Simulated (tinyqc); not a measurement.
ROHF in the sto-3g basis, for LiH+, spin multiplicity 2, step by step. Computed by tinyqc, a small Python program that keeps every step (integrals from PySCF). Settings: charge = 1, multiplicity = 2, basis = sto-3g, energy threshold = 1e-10, iteration cap = 88, orthogonalisation = symmetric, start = Wolfsberg-Helmholz matrix, DIIS depth = 0, method = ROHF. Command: `OMP_NUM_THREADS=1 python tinyqc.py 21114 21115 out.jsonl` (the two numbers bound the seeds that draw the settings). One thread of a shared host (Intel(R) Xeon(R) Processor @ 2.60GHz), about 0.09 s of CPU time with the checks.

Geometry (angstrom):

| atom | x | y | z |
|---|---|---|---|
| Li | 0.000000 | 0.000000 | 0.000000 |
| H | 0.000000 | 0.000000 | 1.894000 |

Stop when the energy changes by less than 1e-10 hartree and every element of the error matrix X^T (F D S - S D F) X is below 3e-06.

Course of the cycle:

| iteration | E (hartree) | change | largest element of the error matrix |
|---|---|---|---|
| 1 | -7.59280715 | - | 1.10e-01 |
| 2 | -7.62074924 | -2.79e-02 | 1.82e-02 |
| 3 | -7.62187953 | -1.13e-03 | 3.73e-03 |
| 4 | -7.62190636 | -2.68e-05 | 8.31e-04 |
| 5 | -7.62190869 | -2.32e-06 | 3.27e-04 |
| 6 | -7.62190914 | -4.50e-07 | 1.42e-04 |
| 7 | -7.62190923 | -9.30e-08 | 6.42e-05 |
| 8 | -7.62190925 | -1.92e-08 | 2.91e-05 |
| 9 | -7.62190925 | -3.98e-09 | 1.32e-05 |
| 10 | -7.62190925 | -8.23e-10 | 6.02e-06 |
| 11 | -7.62190925 | -1.70e-10 | 2.74e-06 |
| 12 | -7.62190925 | -3.52e-11 | 1.25e-06 |

Can the last value be used, and what does the course show?

Yes. Converged in 12 iterations. PySCF ROHF in the same basis = -7.62190925 hartree.
